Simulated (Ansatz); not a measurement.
**C2H3NO (SMILES COC#N): functionals against CCSD(T) at one geometry**

The task here is to estimate one member of a computed series from the others.

The runs use Ansatz 0.2.0, Gaussian basis; single points in def2-TZVPP.

Correlated methods freeze the cores.

**The system as given**

7 atoms, charge 0, spin multiplicity 1.

Atoms are counted from 1 here; the program's logs count them from 0.

Bond lengths: C1–O2 1.413 Å, C1–H5 1.071 Å, C1–H6 1.117 Å, C1–H7 1.087 Å, O2–C3 1.270 Å, C3–N4 1.138 Å. Angles: O2–C1–H5 109.4°, O2–C1–H6 111.7°, O2–C1–H7 110.3°, H5–C1–H6 109.0°, H5–C1–H7 109.0°, H6–C1–H7 107.3°, C1–O2–C3 119.2°, O2–C3–N4 179.2°.

Coordinates:

```mol
C2H3NO
  3D, bonds by distance, orders not assigned

  7  6  0  0  0  0  0  0  0  0999 V2000
   -0.3308    0.6717   -0.3822 C   0  0
    0.6553   -0.3402   -0.4145 O   0  0
    0.7082   -1.1833    0.5339 C   0  0
    0.7505   -1.9497    1.3745 N   0  0
   -0.9076    0.6360   -1.2834 H   0  0
   -1.0153    0.5548    0.4928 H   0  0
    0.1348    1.6506   -0.2993 H   0  0
  1  2  8  0
  1  5  8  0
  1  6  8  0
  1  7  8  0
  2  3  8  0
  3  4  8  0
M  END
```

Set-up of the first run:

Input file run/in.yaml:

```yaml
crystal:
  periodic: [false, false, false]
  atoms:
    - {symbol: C, position_ang: [-0.330800, 0.671700, -0.382200]}
    - {symbol: O, position_ang: [0.655300, -0.340200, -0.414500]}
    - {symbol: C, position_ang: [0.708200, -1.183300, 0.533900]}
    - {symbol: N, position_ang: [0.750500, -1.949700, 1.374500]}
    - {symbol: H, position_ang: [-0.907600, 0.636000, -1.283400]}
    - {symbol: H, position_ang: [-1.015300, 0.554800, 0.492800]}
    - {symbol: H, position_ang: [0.134800, 1.650600, -0.299300]}
basis:
  gaussian: {orbitals: def2-TZVPP}
correlation: {method: ccsd_t}
output: {forces: true}
```

No record of the launch command was kept for these runs.

Among the steps run: CCSD(T)/def2-TZVPP; PBE0-D4/def2-TZVPP; wB97M-V/def2-TZVPP; r2SCAN-D4/def2-TZVPP; PBE-D4/def2-TZVPP; wB97X-V/def2-TZVPP; LC-wPBE/def2-TZVPP.

One table of the session follows, with a row left open; its other results are not shown here.

| method | RMS force component (eV/Å) | angle to CCSD(T) forces (°) | dipole (D) |
| --- | --- | --- | --- |
| CCSD(T) | 1.086 | reference | 4.49 |
| PBE0-D4 | 0.779 | 12.5 | 4.60 |
| wB97M-V | 0.739 | 17.6 | 4.59 |
| r2SCAN-D4 | 0.961 | 9.9 | 4.64 |
| PBE-D4 | 1.174 | 8.8 | 4.53 |
| wB97X-V | 0.771 | 14.4 | 4.62 |
| LC-wPBE | ? | ? | ? |

**Question.** Estimate the row for LC-wPBE.

The run gave: RMS force component (eV/Å): 0.626; angle to CCSD(T) forces (°): 22.9; dipole (D): 4.64. In the column «RMS force component (eV/Å)» it is the lowest.
